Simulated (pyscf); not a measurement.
Four-centre exchange: H₃C–GaH₂ (SMILES [CH3][GaH2]) + HF (SMILES F) → H₃C–GaH–F (SMILES [CH3][GaH][F]) + H₂ (SMILES [H][H])

Gas phase, singlet surface, charge 0. Bonds broken: Ga2–H6, F8–H9. Bonds formed: Ga2–F8, H6–H9. PySCF, gas phase, ωB97X-D3(BJ)/def2-SVP geometries.

Transition state (Å):

```xyz
9

C      0.1584     0.4024    -0.8388
Ga    -0.8981    -0.2701     0.6554
H      1.0271     0.9696    -0.4726
H     -0.4509     1.0699    -1.4693
H      0.5180    -0.4233    -1.4726
H     -1.1092     0.9993     1.8946
H     -2.0732    -1.2838     0.7579
F      0.3062    -0.5611     2.2498
H     -0.3798     0.3854     2.3165
```

One imaginary mode, 1011i cm⁻¹; descent along it reached the two sides named, in the forms told below.

| bond | change | reactant side (Å) | saddle | product side |
|---|---|---|---|---|
| Ga2–H6 | breaks | 1.593 | 1.787 | 2.591 |
| F8–H9 | breaks | 0.932 | 1.171 | 2.549 |
| Ga2–F8 | forms | 2.303 | 2.019 | 1.772 |
| H6–H9 | forms | 2.232 | 1.043 | 0.762 |

Electronic energies relative to the separated reactants (kJ/mol):

| level | barrier | reaction energy | reverse barrier |
|---|---|---|---|
| ωB97X-D3(BJ)/def2-TZVP | 3.8 | -96.3 | 100.1 |
| PBE/def2-TZVP | -13.8 | -96.1 | 82.3 |
| r²SCAN/def2-TZVP | -15.4 | -103.2 | 87.8 |
| B3LYP-D3(BJ)/def2-TZVP | 2.3 | -98.8 | 101.0 |
| PBE0-D3(BJ)/def2-TZVP | -1.7 | -88.8 | 87.1 |
| M06-2X/def2-TZVP | -2.0 | -109.8 | 107.7 |
| ωB97M-D3(BJ)/def2-TZVP | 8.0 | -91.9 | 99.9 |
| HF/def2-TZVP | 62.8 | -88.8 | 151.6 |

With ωB97M-D3(BJ)/def2-TZVP energies and thermal terms (ideal gas, 1 atm, RRHO with modes under 100 cm⁻¹ raised to 100, one conformer, R ln 2 for chiral ones without a mode under 150 cm⁻¹), in kJ/mol:

| T (K) | ΔH‡ | ΔG‡ | ΔH | ΔG |
|---|---|---|---|---|
| 298 | 4.7 | 47.2 | -99.0 | -92.7 |
| 600 | 2.6 | 91.4 | -96.8 | -87.3 |
| 900 | 3.1 | 135.7 | -95.2 | -82.9 |
| 1200 | 4.6 | 179.7 | -94.3 | -78.9 |

On the reactant side the descent ends in an adduct with a F–Ga contact, 29.8 kJ/mol under the separated species and 33.6 kJ/mol under the saddle at ωB97X-D3(BJ)/def2-TZVP. At PBE, r²SCAN, PBE0-D3(BJ), M06-2X the saddle lies under the separated reactants, which points to a path from their complex (located at ωB97X-D3(BJ) alone). What is counted as formed (F–Ga) is already present as a longer contact in the reactant adduct; forming that adduct is a step of its own. At the saddle there is also a short Ga–H contact that neither side keeps. This is the saddle that the search found; another between the same sides may lie lower. Elements up to Kr have no core potential and no relativistic terms here.
